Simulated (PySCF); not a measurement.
Structure from 2D NMR

Compound of formula C3H7NO. Correlations simulated from computed shifts and couplings:

HSQC (one-bond C–H):
```tsv
δH	δC	¹J(C,H) (Hz)
2.66	28.0	144
1.70	22.9	134
```

COSY cross peaks (|J| ≥ 2 Hz):
```tsv
δH	δH	abs. J (Hz)	bonds
4.31	2.66	5.2	3
```

HMBC (two and three bonds, |J| ≥ 2.5 Hz):
```tsv
δH	δC [abs. J in Hz]
4.31	169.1 [6.2], 28.0 [5.5]
2.66	169.1 [3.4]
1.70	169.1 [5.3]
```

Carbons without hydrogens: δ 169.1.

- GIAO PBE0/pcSseg-1 shieldings
- structure optimised with PBE0-D3(BJ)/def2-SVP
- couplings computed with B3LYP/pcJ-1 (spin–dipole term only in couplings to heteroatoms)
- code: PySCF 2.14.0 with density-fitted response routines
- averaged over atoms made equivalent by symmetry, fast rotation or ring inversion, one conformer, isolated molecule, non-relativistic Hamiltonian

Chemical shifts δ = σref − σ; ¹H and ¹³C vs TMS, all at this level.

Exchangeable hydrogens are left out of these lists, and C,H couplings along chains are those of one rotamer, so weak HMBC peaks may be missing or extra.

Task: Which molecule is this?

Result: SMILES O=C(NC)C.

Atom-mapped SMILES (the numbers label the heavy atoms): `[CH3:1][NH:2][C:3]([CH3:4])=[O:5]`. Hydrogens are named by the atom that carries them.

1. δC 169.1 is C3, an amide carbonyl carbon.
2. δC 28.0 is C1, a methyl carbon bonded to N (δH 2.66).
3. δC 22.9 is C4, a methyl carbon α to a carbonyl (δH 1.70).
4. HMBC from δH 2.66 reaches the proton-free carbon C3.
5. HMBC from δH 1.70 reaches the proton-free carbon C3.
6. COSY links 4.31–2.66.

OH/NH shifts are gas-phase values; hydrogen bonding in solution moves them, usually downfield. Shifts are as computed. Against solution values, carbons near 30 ppm lie about +2 ppm off and those near 130 ppm about +5 ppm. Of 1211 compounds with measured shifts, 218 miss one by over three times the rms of a fit or turn the order of signals round; such compounds aren't used in these exercises. The C=O carbon of an acid or of an amide with N–H lies up to 10 ppm further downfield in solution, through hydrogen bonding that the calculation lacks.
